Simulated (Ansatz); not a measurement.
Relaxed structures of CH₄FSi, doublet (PBE0-D4/def2-TZVP; forces vanish, vibrations not checked; lower isomers may exist, and structures with a doubtful reference or unclear bonds are left out; Å). Ansatz 0.2.0; basis: def2-TZVPP; cores frozen in the correlated methods; orbitals are unrestricted.

Rank them by CCSD(T) energy, lowest first, and give each one's height above the lowest. Links in brackets join atoms within 1.22 times the sum of their covalent radii (1.1 for two metals). (To be estimated.)
A.
a complex of CH₃Si ([CH3][Si]) + HF
```
7
angstrom
C -0.6478 0.3835 -0.3109
Si 1.0887 -0.3677 -0.2341
F 0.2151 -2.2483 1.0408
H -1.3384 -0.1909 -0.9353
H -0.5214 1.3631 -0.7957
H -1.1077 0.5604 0.6651
H 0.8743 -2.1165 1.6811
```
B.
CH₄FSi ([CH3][SiH][F])
```
7
angstrom
C -0.6535 0.3895 -0.2980
Si 0.9174 -0.5941 -0.1041
F 0.6407 -1.8128 0.9096
H -1.4449 -0.2078 -0.7541
H -0.4702 1.2609 -0.9317
H -1.0007 0.7383 0.6796
H 2.0113 0.2260 0.4987
```
C.
CH₄FSi ([F][CH][SiH3])
```
7
angstrom
C 0.8489 -0.4860 0.1638
Si -0.7095 0.4260 -0.2398
F 0.7909 -1.6149 0.8835
H -1.6406 -0.4236 -1.0301
H -0.3003 1.6112 -1.0347
H -1.4161 0.8570 0.9964
H 1.8668 -0.2270 -0.1138
```

By the calculation: B (0.00 kcal/mol), C (61.98 kcal/mol), A (63.88 kcal/mol). Heights count from the lowest.

T1 diagnostic: at most 0.016. ⟨S²⟩ of the unrestricted Hartree–Fock references: 0.75 to 0.78 (a pure state has 0.75).

For scale, one of the runs: CCSD(T)/def2-TZVPP, 160 basis functions, launched by `ansatz run in.yaml --threads 2 --pin off --events-out ev --progress --plain --max-ram 4352MiB`. The run took 110 s on 2 CPU threads of an Arm Neoverse V1 (shared host), with 2.8 GiB of host memory at its peak.
